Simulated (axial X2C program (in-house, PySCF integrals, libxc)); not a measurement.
## NO⁺ along the bond: B3LYP, two-component

Computed with an in-house all-electron X2C program for linear molecules (integrals from PySCF). Two-component (2c) means X2C with spin–orbit coupling and atomic mean-field two-electron Coulomb and Gaunt terms. Basis: O dyall-av3z [7s6p3d2f], N dyall-av3z [7s7p3d2f] (cores contracted in-house); Gaussian nuclei, density fitting, unrestricted open shells. Masses: O 15.995 u, N 14.003 u.

State: Ω = 0 (closed shell). Dipoles are positive if N is the positive end and refer to the centre of mass.

| R (Å) | μ (D) | HOMO (eV) | LUMO (eV) |
| --- | --- | --- | --- |
| 0.918 | 0.078 | -25.13 | -11.22 |
| 0.960 | 0.166 | -25.12 | -11.95 |
| 0.992 | 0.234 | -25.10 | -12.46 |
| 1.023 | 0.303 | -25.07 | -12.92 |
| 1.055 | 0.372 | -25.03 | -13.35 |
| 1.092 | 0.454 | -24.96 | -13.82 |
| 1.129 | 0.535 | -24.89 | -14.23 |
| 1.176 | 0.640 | -24.77 | -14.71 |
| 1.234 | 0.765 | -24.60 | -15.21 |
| 1.319 | 0.942 | -23.79 | -15.80 |

(1) The minimum lies at 1.057 Å. What is the dipole moment there?

The state is a single determinant with fixed occupations, the lowest that a limited PBE0 search found. The closed shell is kept restricted, so the energy runs too high when the bond is stretched far.

## Answers

(1) At B3LYP, 2c, with the sign and origin stated: μ = 0.38 D.
